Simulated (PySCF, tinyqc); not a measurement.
Inside a calculation. Method: MP2 on RHF in the sto-6g basis, frozen core, for LiH, spin multiplicity 1. The lowest restricted solution is unstable here: a spin-polarised one lies 0.0177 hartree lower (PySCF). Computed by tinyqc, a small Python program that keeps every step (integrals from PySCF). Settings: charge = 0, multiplicity = 1, basis = sto-6g, method = RHF, frozen orbitals = 1, energy threshold = 1e-10, iteration cap = 81, orthogonalisation = symmetric, start = core, DIIS depth = 6. Command: `OMP_NUM_THREADS=1 python tinyqc.py 24221 24222 out.jsonl` (the two numbers bound the seeds that draw the settings). One thread of a shared host (Intel(R) Xeon(R) Processor @ 2.60GHz), about 0.1 s of CPU time with the checks. The early iterations of the SCF are left out here.

## One-electron integrals

Geometry (angstrom):
```
atom         x         y         z
Li    0.000000  0.000000  0.000000
H     0.000000  0.000000  2.391000
```

Basis sto-6g: exponents (1/bohr^2) and contraction coefficients of normalised primitives:
```
element  l (shell)    exponent  coefficient
Li           s (1)  167.175846     0.009164
Li           s (1)   30.651508     0.049361
Li           s (1)    8.575187     0.168538
Li           s (1)    2.945808     0.370563
Li           s (1)    1.143944     0.416492
Li           s (1)    0.471139     0.130334
Li           s (2)    6.597564    -0.013253
Li           s (2)    1.305830    -0.046992
Li           s (2)    0.405851    -0.033785
Li           s (2)    0.156146     0.250242
Li           s (2)    0.067814     0.595117
Li           s (2)    0.031084     0.240706
Li           p (3)    6.597564     0.003760
Li           p (3)    1.305830     0.037679
Li           p (3)    0.405851     0.173897
Li           p (3)    0.156146     0.418036
Li           p (3)    0.067814     0.425860
Li           p (3)    0.031084     0.101708
H            s (1)   35.523221     0.009164
H            s (1)    6.513144     0.049361
H            s (1)    1.822143     0.168538
H            s (1)    0.625955     0.370563
H            s (1)    0.243077     0.416492
H            s (1)    0.100112     0.130334
```

Overlap, kinetic and nuclear-attraction integrals over the contracted functions; the nuclear repulsion is the sum of Za Zb / Rab.

nuclear repulsion = 0.66396137 hartree

overlap S, order 1Li 1s, 1Li 2s, 1Li 2px, 1Li 2py, 1Li 2pz, 2H 1s:
```
[[1.000000, 0.235742, 0.000000, 0.000000, 0.000000, 0.011947],
 [0.235742, 1.000000, 0.000000, 0.000000, 0.000000, 0.220128],
 [0.000000, 0.000000, 1.000000, 0.000000, 0.000000, 0.000000],
 [0.000000, 0.000000, 0.000000, 1.000000, 0.000000, 0.000000],
 [0.000000, 0.000000, 0.000000, 0.000000, 1.000000, 0.322618],
 [0.011947, 0.220128, 0.000000, 0.000000, 0.322618, 1.000000]]
```

kinetic energy T (hartree), order 1Li 1s, 1Li 2s, 1Li 2px, 1Li 2py, 1Li 2pz, 2H 1s:
```
[[3.616742, -0.110723, 0.000000, 0.000000, 0.000000, -0.005253],
 [-0.110723, 0.106524, 0.000000, 0.000000, 0.000000, 0.006754],
 [0.000000, 0.000000, 0.320007, 0.000000, 0.000000, 0.000000],
 [0.000000, 0.000000, 0.000000, 0.320007, 0.000000, 0.000000],
 [0.000000, 0.000000, 0.000000, 0.000000, 0.320007, 0.033898],
 [-0.005253, 0.006754, 0.000000, 0.000000, 0.033898, 0.768522]]
```

nuclear attraction V (hartree), order 1Li 1s, 1Li 2s, 1Li 2px, 1Li 2py, 1Li 2pz, 2H 1s:
```
[[-8.288465, -0.880536, 0.000000, 0.000000, -0.007623, -0.045823],
 [-0.880536, -1.415712, 0.000000, 0.000000, -0.078168, -0.326828],
 [0.000000, 0.000000, -1.396667, 0.000000, 0.000000, 0.000000],
 [0.000000, 0.000000, 0.000000, -1.396667, 0.000000, 0.000000],
 [-0.007623, -0.078168, 0.000000, 0.000000, -1.453649, -0.484447],
 [-0.045823, -0.326828, 0.000000, 0.000000, -0.484447, -1.903462]]
```

core Hamiltonian H = T + V (hartree), order 1Li 1s, 1Li 2s, 1Li 2px, 1Li 2py, 1Li 2pz, 2H 1s:
```
[[-4.671722, -0.991259, 0.000000, 0.000000, -0.007623, -0.051077],
 [-0.991259, -1.309188, 0.000000, 0.000000, -0.078168, -0.320074],
 [0.000000, 0.000000, -1.076660, 0.000000, 0.000000, 0.000000],
 [0.000000, 0.000000, 0.000000, -1.076660, 0.000000, 0.000000],
 [-0.007623, -0.078168, 0.000000, 0.000000, -1.133642, -0.450549],
 [-0.051077, -0.320074, 0.000000, 0.000000, -0.450549, -1.134940]]
```

## Two-electron integrals

Functions are numbered as in S; the eight-fold symmetry (ij|kl) = (ji|kl) = (kl|ij) leaves the list below.

Two-electron integrals (ij|kl) in chemists' order, unique and non-zero (hartree):
```
(11|11) 1.681247   (21|11) 0.242603   (21|21) 0.044507   (22|11) 0.397190
(22|21) 0.090279   (22|22) 0.290625   (31|31) 0.009437   (32|31) 0.014261
(32|32) 0.064236   (33|11) 0.397190   (33|21) 0.090279   (33|22) 0.290625
(33|33) 0.313125   (41|41) 0.009437   (42|41) 0.014261   (42|42) 0.064236
(43|43) 0.016875   (44|11) 0.397190   (44|21) 0.090279   (44|22) 0.290625
(44|33) 0.279374   (44|44) 0.313125   (51|51) 0.009437   (52|51) 0.014261
(52|52) 0.064236   (53|53) 0.016875   (54|54) 0.016875   (55|11) 0.397190
(55|21) 0.090279   (55|22) 0.290625   (55|33) 0.279374   (55|44) 0.279374
(55|55) 0.313125   (61|11) 0.011866   (61|21) 0.002152   (61|22) 0.004493
(61|33) 0.004427   (61|44) 0.004427   (61|51) 0.000290   (61|52) 0.000620
(61|55) 0.004625   (61|61) 0.000116   (62|11) 0.061485   (62|21) 0.014339
(62|22) 0.053655   (62|33) 0.050531   (62|44) 0.050531   (62|51) 0.002226
(62|52) 0.016743   (62|55) 0.059903   (62|61) 0.000864   (62|62) 0.021365
(63|31) 0.000790   (63|32) 0.004473   (63|53) 0.002052   (63|63) 0.000978
(64|41) 0.000790   (64|42) 0.004473   (64|54) 0.002052   (64|64) 0.000978
(65|11) 0.085646   (65|21) 0.020081   (65|22) 0.076892   (65|33) 0.071683
(65|44) 0.071683   (65|51) 0.003474   (65|52) 0.026168   (65|55) 0.087311
(65|61) 0.001239   (65|62) 0.032853   (65|65) 0.050773   (66|11) 0.221291
(66|21) 0.052152   (66|22) 0.213239   (66|33) 0.196456   (66|44) 0.196456
(66|51) 0.007592   (66|52) 0.074098   (66|55) 0.246807   (66|61) 0.003185
(66|62) 0.115161   (66|65) 0.181409   (66|66) 0.774999
```

## Orthogonalisation

S = U s U^T; symmetric (Loewdin) form X = U s^(-1/2) U^T, so that X^T S X = 1.

eigenvalues of S: [0.585823, 0.813861, 1.000000, 1.000000, 1.177415, 1.422901]

X, order 1Li 1s, 1Li 2s, 1Li 2px, 1Li 2py, 1Li 2pz, 2H 1s:
```
[[1.022236, -0.125360, 0.000000, 0.000000, -0.004537, 0.016037],
 [-0.125360, 1.043568, 0.000000, 0.000000, 0.031017, -0.125436],
 [0.000000, 0.000000, 1.000000, 0.000000, 0.000000, 0.000000],
 [0.000000, 0.000000, 0.000000, 1.000000, 0.000000, 0.000000],
 [-0.004537, 0.031017, 0.000000, 0.000000, 1.044053, -0.178979],
 [0.016037, -0.125436, 0.000000, 0.000000, -0.178979, 1.065048]]
```

## Iteration 8 (converged): orbitals

converged F (hartree), order 1Li 1s, 1Li 2s, 1Li 2px, 1Li 2py, 1Li 2pz, 2H 1s:
```
[[-2.412018, -0.621481, 0.000000, 0.000000, 0.012862, -0.032346],
 [-0.621481, -0.187551, 0.000000, 0.000000, -0.050036, -0.173839],
 [0.000000, 0.000000, 0.155829, 0.000000, 0.000000, 0.000000],
 [0.000000, 0.000000, 0.000000, 0.155829, 0.000000, 0.000000],
 [0.012862, -0.050036, 0.000000, 0.000000, 0.072341, -0.175072],
 [-0.032346, -0.173839, 0.000000, 0.000000, -0.175072, -0.067577]]
```

Diagonalise F' = X^T F X, C = X C', fill 2 alpha and 2 beta electrons from the bottom; D = 2 C_occ C_occ^T. Each column has its largest component positive (the first on a tie).

F' = X^T F X (hartree):
```
[[-2.364672, -0.339760, 0.000000, 0.000000, 0.010853, 0.023532],
 [-0.339760, -0.038025, 0.000000, 0.000000, -0.001206, -0.173591],
 [0.000000, 0.000000, 0.155829, 0.000000, 0.000000, 0.000000],
 [0.000000, 0.000000, 0.000000, 0.155829, 0.000000, 0.000000],
 [0.010853, -0.001206, 0.000000, 0.000000, 0.140579, -0.203016],
 [0.023532, -0.173591, 0.000000, 0.000000, -0.203016, 0.034360]]
```

orbital energies (hartree): [-2.413316, -0.217591, 0.066895, 0.155829, 0.155829, 0.336254]

coefficients C, order 1Li 1s, 1Li 2s, 1Li 2px, 1Li 2py, 1Li 2pz, 2H 1s:
```
[[0.994196, -0.138747, -0.206261, 0.000000, 0.000000, 0.103634],
 [0.023531, 0.508699, 0.802902, 0.000000, 0.000000, -0.466331],
 [0.000000, 0.000000, 0.000000, 0.999629, -0.027236, 0.000000],
 [0.000000, 0.000000, 0.000000, 0.027236, 0.999629, 0.000000],
 [-0.004439, 0.319181, -0.575300, 0.000000, 0.000000, -0.830780],
 [-0.000954, 0.622690, -0.233712, 0.000000, 0.000000, 0.860226]]
```

D after iteration 8, order 1Li 1s, 1Li 2s, 1Li 2px, 1Li 2py, 1Li 2pz, 2H 1s:
```
[[2.015352, -0.094372, 0.000000, 0.000000, -0.097398, -0.174689],
 [-0.094372, 0.518657, 0.000000, 0.000000, 0.324525, 0.633478],
 [0.000000, 0.000000, 0.000000, 0.000000, 0.000000, 0.000000],
 [0.000000, 0.000000, 0.000000, 0.000000, 0.000000, 0.000000],
 [-0.097398, 0.324525, 0.000000, 0.000000, 0.203793, 0.397510],
 [-0.174689, 0.633478, 0.000000, 0.000000, 0.397510, 0.775486]]
```

Within a degenerate level the vectors are fixed only up to a rotation; this is one choice.

## Convergence

Stop when the energy changes by less than 1e-10 hartree and every element of the error matrix X^T (F D S - S D F) X is below 3e-06.

Course of the cycle:
```
iteration  E (hartree)     change  largest element of the error matrix
1          -7.79074821          -                             1.96e-01
2          -7.87226829  -8.15e-02                             2.19e-02
3          -7.87334756  -1.08e-03                             6.19e-03
4          -7.87356033  -2.13e-04                             3.01e-03
5          -7.87363074  -7.04e-05                             9.92e-05
6          -7.87363075  -1.97e-08                             2.59e-05
7          -7.87363076  -2.24e-09                             3.62e-07
8          -7.87363076  -6.48e-13                             4.01e-09
```

PySCF RHF in the same basis = -7.87363076 hartree

Converged in 8 iterations.

## Integrals over molecular orbitals

(pq|rs) = sum C_ip C_jq C_kr C_ls (ij|kl), one index at a time.

one-electron integrals over orbitals h = C^T H C (hartree):
```
[[-4.664586, 0.095331, 0.162504, 0.000000, 0.000000, -0.054339],
 [0.095331, -1.242099, 0.000034, 0.000000, 0.000000, 0.062610],
 [0.162504, 0.000034, -1.087152, 0.000000, 0.000000, 0.018729],
 [0.000000, 0.000000, 0.000000, -1.076660, 0.000000, 0.000000],
 [0.000000, 0.000000, 0.000000, 0.000000, -1.076660, 0.000000],
 [-0.054339, 0.062610, 0.018729, 0.000000, 0.000000, -1.028931]]
```

Two-electron integrals over orbitals (pq|rs), unique and non-zero (hartree); the lowest 1 orbital is frozen and left out:
```
(22|22) 0.438734    (32|22) -0.064478   (32|32) 0.026548    (33|22) 0.210278
(33|32) 0.017095    (33|33) 0.323427    (42|42) 0.020402    (43|42) 0.020921
(43|43) 0.041676    (44|22) 0.234486    (44|32) 0.018452    (44|33) 0.278282
(44|44) 0.313125    (52|52) 0.020402    (53|52) 0.020921    (53|53) 0.041676
(54|54) 0.016875    (55|22) 0.234486    (55|32) 0.018452    (55|33) 0.278282
(55|44) 0.279374    (55|55) 0.313125    (62|22) 0.106090    (62|32) -0.050529
(62|33) -0.018400   (62|44) -0.043107   (62|55) -0.043107   (62|62) 0.133839
(63|22) -0.062407   (63|32) 0.021961    (63|33) 0.037340    (63|44) 0.010878
(63|55) 0.010878    (63|62) -0.042664   (63|63) 0.034829    (64|42) -0.017533
(64|43) -0.011025   (64|64) 0.018682    (65|52) -0.017533   (65|53) -0.011025
(65|65) 0.018682    (66|22) 0.406109    (66|32) -0.049096   (66|33) 0.238727
(66|44) 0.254729    (66|55) 0.254729    (66|62) 0.081979    (66|63) -0.046109
(66|66) 0.397819
```

## Second-order Moller-Plesset energy

Hartree-Fock energy = -7.87363076 hartree

E2 = sum_ijab (ia|jb) [2 (ia|jb) - (ib|ja)] / (e_i + e_j - e_a - e_b) over occupied i, j and virtual a, b; the opposite-spin part is (ia|jb)^2 / denominator, the rest is same-spin, and SCS-MP2 scales them by 6/5 and 1/3.

Terms:
```
i  j  a  b    (ia|jb)    (ib|ja)  denominator       term
2  2  6  6   0.133839   0.133839    -1.107691  -0.016171
2  2  6  3  -0.050529  -0.050529    -0.838331  -0.003046
2  2  3  6  -0.050529  -0.050529    -0.838331  -0.003046
2  2  3  3   0.026548   0.026548    -0.568972  -0.001239
2  2  5  5   0.020402   0.020402    -0.746840  -0.000557
2  2  4  4   0.020402   0.020402    -0.746840  -0.000557
```

Pair energies (hartree; pair i-j sums ij and ji):
```
pair  opposite spin  same spin
2-2       -0.024616          0
```

MP2 correlation energy = -0.02461601 hartree

SCS-MP2 correlation energy = -0.02953921 hartree

MP2 total energy = -7.89824676 hartree
